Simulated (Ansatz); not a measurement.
**H2S: state-averaged CASSCF**

Program: Ansatz, Gaussian basis, development build. State-averaged CASSCF with equal weights; occupations are averaged over the states; levels count from the state that is lowest in CASSCF. No symmetry is imposed, so a solution can break that of the shape. The lowest solution met needn't be the lowest there is, nor hold the orbitals that a chemist would pick.

Geometry:

```json
{"atom": "S", "x (Å)": "0.0000", "y (Å)": "0.0000", "z (Å)": "-0.1040"}
{"atom": "H", "x (Å)": "0.0000", "y (Å)": "0.9715", "z (Å)": "0.8321"}
{"atom": "H", "x (Å)": "0.0000", "y (Å)": "-0.9715", "z (Å)": "0.8321"}
```

Basis cc-pVDZ, nonrelativistic, 5 orbitals frozen in the corrections; active space CAS(8,6). Averaged: 2 singlets.

**Question.** Give the levels in order.

**Answer.** 

| state | CASSCF (eV) | SC-NEVPT2 (eV) |
| --- | --- | --- |
| singlet | 0.000 | 0.000 |
| singlet | 6.497 | 6.510 |

Occupations: 2.00, 1.98, 1.98, 1.50, 0.52, 0.03.
